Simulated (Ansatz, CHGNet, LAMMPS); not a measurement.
How well does each level of theory give the transverse phonon frequency at L of fcc Pb?

Reference value: 30 cm⁻¹ (measured, temperature not stated, not corrected to a static lattice; as tabulated in Savrasov and Savrasov (1996), arXiv:cond-mat/9604124).

Task: Put these levels in order of the transverse phonon frequency at L that they give for fcc Pb, smallest first: CHGNet 0.3.0 (CHGNet), CHGNet-r²SCAN (CHGNet), Lennard-Jones jacobson2022 (LAMMPS), Morse jacobson2022 (LAMMPS), r²SCAN (Ansatz, a first-principles code).

Result: CHGNet-r²SCAN (14 cm⁻¹), CHGNet 0.3.0 (16 cm⁻¹), r²SCAN (29 cm⁻¹), Morse jacobson2022 (46 cm⁻¹), Lennard-Jones jacobson2022 (70 cm⁻¹)

Unless a cell is named, each level is at its own relaxed cell (Lennard-Jones jacobson2022 29.79, Morse jacobson2022 29.77, CHGNet 0.3.0 32.14, CHGNet-r²SCAN 31.02, r²SCAN 31.13 Å³/atom).

Differences against the reference: Lennard-Jones jacobson2022 +133 %, Morse jacobson2022 +53 %, CHGNet 0.3.0 -47 %, CHGNet-r²SCAN -53 %, r²SCAN -3.3 %.

The measured value isn't corrected to a static lattice, so vibrations enter the comparison.  Density-functional levels without +SOC have no spin–orbit coupling. Each level is taken at its own relaxed cell. Ansatz's density-functional and Hartree–Fock values are scalar-relativistic unless marked +SOC, with PAW data made under PBE.

Empirical potentials (Lennard-Jones jacobson2022, Morse jacobson2022) are fitted to chosen data, which need not cover the solid at hand: agreement can be built in, and what lay outside the fit can be far off. Machine-learned potentials (CHGNet 0.3.0, CHGNet-r²SCAN) are trained on DFT data, which may include these solids.

Differences are worked out from the printed values.
